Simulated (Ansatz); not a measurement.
## H₃Ge–CH, singlet in cc-pVDZ: errors against RCCSDT(Q)

Geometry: displaced at random from a stationary point.

```xyz
6

Ge    0.0017    0.0165    0.2780
C     0.0009   -0.1626   -1.6893
H     0.0488    1.4514    0.8930
H     1.1936   -0.7862    0.7044
H    -1.3439   -0.7700    0.6529
H    -0.0326    0.8549   -2.1577
```

Basis cc-pVDZ; Ansatz 0.2.0. Only valence electrons are correlated (noble-gas cores and the filled d shells of p-block atoms frozen), which leaves 12 electrons in 46 orbitals. Prefix R: restricted or restricted open-shell reference. Active spaces: frontier = (8e, 8o) about the gap. No spin–orbit coupling is included, and no scalar relativity.

Full CI isn't at hand for all of this; RCCSDT(Q) serves as the reference, and is uncertain by about the last step of the cluster series.

```
UHF ⟨S²⟩                          : 0.798
T1 diagnostic (RCCSD)             : 0.0150
largest doubles amplitude (RCCSD) : 0.105
```

Problem. From what is known of these methods and the diagnostics, rank them by the size of their error in total energy against RCCSDT(Q) in cc-pVDZ, smallest first (an estimate: the text doesn't fix the numbers).
A. CISD
B. RCCSD(T)
C. CASSCF (frontier space)
D. RCCSDT
E. RMP2

Solution. D (1.1 kJ/mol), B (4.9 kJ/mol), A (82.5 kJ/mol), E (147.7 kJ/mol), C (488.7 kJ/mol).

All errors are against RCCSDT(Q) in cc-pVDZ. Within each family the higher level lies nearer, as is usual though not guaranteed.
